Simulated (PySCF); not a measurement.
Bonds (- single, = double, # triple, : aromatic): C1-C2, C2-C3, C3-O4, O4-C5. C1 carries H6, H7, H8; C2 carries H9, H10; C3 carries H11, H12; C5 carries H13, H14, H15.

GIAO shifts from PySCF 2.14.0 with density-fitted response routines on PBE0-D3(BJ)/def2-TZVP geometries (one conformer, non-relativistic, equivalent nuclei averaged), against TMS at the same level and in the same medium; PCM means IEF-PCM chloroform.

Measured (solution, not stated per compound (mostly CDCl3 or CCl4); Pretsch, Buehlmann, Badertscher, Structure Determination of Organic Compounds, 4th ed. (2009)): C3 74.5, C2 23.2, C1 10.5 ppm.

Which unscaled values do B97-2/pcSseg-2, gas; WP04/pcSseg-2, PCM; wB97X-D/pcSseg-2, PCM give, and how close are they?

Answers


| atoms | measured | B97-2/pcSseg-2, gas | WP04/pcSseg-2, PCM | wB97X-D/pcSseg-2, PCM |
| --- | --- | --- | --- | --- |
| C3 | 74.5 | 81.0 | 82.0 | 81.5 |
| C2 | 23.2 | 28.2 | 30.3 | 28.4 |
| C1 | 10.5 | 12.4 | 14.1 | 12.1 |

Mean absolute error for ¹³C: B97-2/pcSseg-2, gas 4.5, WP04/pcSseg-2, PCM 6.1, wB97X-D/pcSseg-2, PCM 4.6 ppm.
